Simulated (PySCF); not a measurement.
Fluorocyanoacetylene, C3FN.
Geometry (PBE0-D3(BJ)/def2-SVP, Å), atoms numbered from 1 in this order:
```
atom  x, y, z in Å
N1    -2.436    0.207   -0.356
C2    -1.292    0.102   -0.183
C3     0.061   -0.025    0.022
C4     1.251   -0.137    0.199
F5     2.491   -0.257    0.384
```

The calculation used TDDFT B3LYP/def2-SVPD, vertical, gas phase, core orbitals frozen in the response in PySCF 2.14.0, density-fitted response routines.

Transition dipole moments from the ground state, in atomic units and in the frame of the coordinates above (overall signs are arbitrary), for the states with f of 0.002 or more among the lowest 8:

| state | E (hartree) | μx | μy | μz |
| --- | --- | --- | --- | --- |
| S4 | 0.2591 | 0.009 | 0.268 | 0.160 |
| S5 | 0.2591 | 0.058 | 0.156 | -0.264 |
| S7 | 0.2922 | 0.022 | 0.268 | 0.010 |
| S8 | 0.2922 | 0.040 | 0.006 | -0.266 |

**Question.** What oscillator strength does each state have?

**Answer.** f = (2/3) ΔE |μ|² with ΔE in hartree (27.2114 eV).

```csv
state,|μ|² (au),|μ| (D),f
S4,0.098,0.79,0.017
S5,0.097,0.79,0.017
S7,0.072,0.68,0.014
S8,0.072,0.68,0.014
```

**Question.** The point group is C∞v. Which irreducible representation does each state belong to?

**Answer.** From a totally symmetric ground state, an allowed state transforms like the component of the dipole operator along its μ. Polarised across the molecular axis, so Π: S4, S5, S7 and S8.

**Question.** How is the summed strength of these states shared among x, y and z?

**Answer.** (2/3) Σ ΔE μα² gives 0.001 for x, 0.031 for y and 0.030 for z, 0.062 in all.

**Question.** What peak molar absorption coefficient would the strongest computed level give as a lone Gaussian band 0.5 eV wide at half height?

**Answer.** ε(max) = 2.175×10⁸ f / FWHM, with the width in cm⁻¹. S4/S5 (f summed): 2.175×10⁸ × 0.0337 / 4033 ≈ 1800 L mol⁻¹ cm⁻¹.

S4/S5 and S7/S8 coincide within about 0.01 eV; within a degenerate level the directions of the single components are arbitrary.

The vertical ionisation energy (ΔSCF) is 11.37 eV, 3.42 eV above S8.

Time: 9.0 s; peak memory 0.44 GiB. Hardware: Intel Xeon 6975P-C, one thread (shared host).
